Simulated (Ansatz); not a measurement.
A calculation on bcc Ta returned lattice constant a 3.305 Å, bulk modulus 200 GPa.

For reference: lattice constant a 3.299 Å (measured, static lattice: zero-point anharmonic expansion removed; as tabulated in Mejia-Rodriguez and Trickey (2018), arXiv:1807.09216); bulk modulus 198 GPa (measured, corrected for temperature and zero-point phonon effects, our sources range from 194 to 203; as tabulated in Levämäki et al. (2014), arXiv:1402.3671).

Q: Which level of theory produced these numbers?
(A) LDA (Ansatz, an electronic-structure program)
(B) PBEsol (Ansatz)
(C) Hartree–Fock (Ansatz)
(D) r²SCAN+SOC (Ansatz)

A: D, r²SCAN+SOC (Ansatz)

The others give: LDA 3.253 Å, 220 GPa; Hartree–Fock 3.395 Å, 227 GPa; PBEsol 3.281 Å, 208 GPa.

Unless a cell is named, each level is at its own relaxed cell (Hartree–Fock 19.56, LDA 17.21, PBEsol 17.66, r²SCAN+SOC 18.04 Å³/atom).

Ansatz's density-functional and Hartree–Fock values are scalar-relativistic unless marked +SOC, with PAW data made under PBE.
